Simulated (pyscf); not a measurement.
# Multi-bond step: H₃Ge–SnH₃ (SMILES [GeH3][SnH3]) + H₂O (SMILES O) -> SnH₂ (SMILES [SnH2]) [singlet] + HO–GeH₃ (SMILES [OH][GeH3]) + H₂ (SMILES [H][H])

Gas phase, singlet surface, charge 0. Bonds broken: Sn1–Ge2, Sn1–H3, O9–H10. Bonds formed: Ge2–O9, H3–H10. Optimised with ωB97X-D3(BJ)/def2-SVP in PySCF.

Transition state (Å):

```xyz
11

Sn    -0.0525    -1.4001    -0.3677
Ge    -0.3426     1.0651     1.6311
H      1.3482    -0.3277    -1.1036
H     -0.6751    -1.7800    -1.9509
H      1.0247    -2.7553    -0.1463
H     -0.0395     2.4788     2.2198
H     -1.8278     1.0071     1.3128
H      0.2832     0.0570     2.5888
O      0.7469     1.5253     0.0956
H      1.0870     0.6644    -0.5162
H      1.4164     2.2119     0.2368
```

One imaginary mode, 540i cm⁻¹; descent along it reached the two sides named, in the forms told below.

```json
[
 {"bond": "Sn1–Ge2", "change": "breaks", "reactant side (Å)": "2.565", "saddle": "3.2", "product side": "3.8"},
 {"bond": "Sn1–H3", "change": "breaks", "reactant side (Å)": "1.705", "saddle": "1.911", "product side": "2.410"},
 {"bond": "O9–H10", "change": "breaks", "reactant side (Å)": "0.965", "saddle": "1.110", "product side": "2.181"},
 {"bond": "Ge2–O9", "change": "forms", "reactant side (Å)": "3.2", "saddle": "1.938", "product side": "1.801"},
 {"bond": "H3–H10", "change": "forms", "reactant side (Å)": "3.3", "saddle": "1.182", "product side": "0.774"}
]
```

Electronic energies relative to the separated reactants (eV):

```json
[
 {"level": "ωB97X-D3(BJ)/def2-TZVP", "barrier": "2.14", "reaction energy": "+1.54", "reverse barrier": "0.60"},
 {"level": "PBE/def2-TZVP", "barrier": "1.67", "reaction energy": "+1.20", "reverse barrier": "0.47"},
 {"level": "r²SCAN/def2-TZVP", "barrier": "1.78", "reaction energy": "+1.28", "reverse barrier": "0.50"},
 {"level": "B3LYP-D3(BJ)/def2-TZVP", "barrier": "1.79", "reaction energy": "+1.09", "reverse barrier": "0.70"},
 {"level": "PBE0-D3(BJ)/def2-TZVP", "barrier": "1.84", "reaction energy": "+1.40", "reverse barrier": "0.45"},
 {"level": "M06-2X/def2-TZVP", "barrier": "1.75", "reaction energy": "+0.94", "reverse barrier": "0.81"},
 {"level": "ωB97M-D3(BJ)/def2-TZVP", "barrier": "1.97", "reaction energy": "+1.19", "reverse barrier": "0.78"},
 {"level": "HF/def2-TZVP", "barrier": "2.59", "reaction energy": "+0.99", "reverse barrier": "1.60"}
]
```

With ωB97M-D3(BJ)/def2-TZVP energies and thermal terms (ideal gas, 1 atm, RRHO with modes under 100 cm⁻¹ raised to 100, one conformer, R ln 2 for rigid chiral ones), in eV:

```csv
T (K),ΔH‡,ΔG‡,ΔH,ΔG
298,1.89,2.33,+1.00,+0.61
600,1.89,2.79,+1.01,+0.22
900,1.92,3.23,+1.00,-0.18
1200,1.95,3.66,+0.98,-0.57
```

On the reactant side the descent ends in a complex (not fully relaxed), 0.18 eV under the separated species and 2.32 eV under the saddle at ωB97X-D3(BJ)/def2-TZVP. On the product side the descent ends in a bound adduct, 0.41 eV under the separated species and 1.01 eV under the saddle at ωB97X-D3(BJ)/def2-TZVP. This is the saddle that the search found; another between the same sides may lie lower. Elements up to Kr have no core potential and no relativistic terms here. Elements past Kr carry the def2 core potentials, without spin-orbit coupling.
